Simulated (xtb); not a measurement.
xtb input (GFN2-xTB):

```bash
xtb mol.xyz --gfn 2 --ohess tight --chrg -1 --uhf 0
```
mol.xyz:
```
9

C      0.00417623     1.30680164     0.46391883
C      0.00917762    -0.98093681     0.43267408
C      0.78014474     0.12906800    -0.14954023
C     -0.76463739     0.12131101    -0.12420865
H      0.02776518     2.25249749    -0.04982425
H     -0.00688216    -1.11739517     1.56506052
H      0.02547833    -1.90602790    -0.07465140
H      1.40838975     0.10097734    -1.03251926
H     -1.37686077     0.12265700    -1.02896997
```

End of the output:

```
normal termination of xtb

    mode    ω/cm⁻¹     T·S(HO)/kcal·mol⁻¹    T·S(FR)/kcal·mol⁻¹   T·S(vib)
   ------------------------------------------------------------------------
   ------------------------------------------------------------------------

   temp. (K)  partition function   enthalpy   heat capacity  entropy
                                   cal/mol     cal/K/mol   cal/K/mol   J/K/mol
 298.15  VIB   1.39                  605.791      7.332      2.681
         ROT  0.221E+05              888.752      2.981     22.861
         INT  0.307E+05             1494.543     10.313     25.543
         TR   0.374E+27             1481.254      4.968     37.813
         TOT                        2975.7971    15.2814    63.3556   265.0799

       T/K    H(0)-H(T)+PV         H(T)/Eh          T*S/Eh         G(T)/Eh
   ------------------------------------------------------------------------
    298.15    0.474223E-02    0.724085E-01    0.301023E-01    0.423062E-01
   ------------------------------------------------------------------------

         :::::::::::::::::::::::::::::::::::::::::::::::::::::
         ::                  THERMODYNAMIC                  ::
         :::::::::::::::::::::::::::::::::::::::::::::::::::::
         :: total free energy         -11.071821625601 Eh   ::
         ::.................................................::
         :: total energy              -11.114127868122 Eh   ::
         :: zero point energy           0.067666307394 Eh   ::
         :: G(RRHO) w/o ZPVE           -0.025360064874 Eh   ::
         :: G(RRHO) contrib.            0.042306242520 Eh   ::
         :::::::::::::::::::::::::::::::::::::::::::::::::::::

optimized geometry written to: xtbopt.xyz

           -------------------------------------------------
          | TOTAL ENERGY              -11.114127868122 Eh   |
          | TOTAL ENTHALPY            -11.041719326126 Eh   |
          | TOTAL FREE ENERGY         -11.071821625601 Eh   |
          | GRADIENT NORM               0.000113949669 Eh/α |
          | HOMO-LUMO GAP               4.818661092719 eV   |
           -------------------------------------------------

------------------------------------------------------------------------
------------------------------------------------------------------------
 total:
 SCF:
 ANC optimizer:
 analytical hessian:
```

It need not be the lowest isomer of its formula. Whether it binds its extra electron was not tested at this geometry.
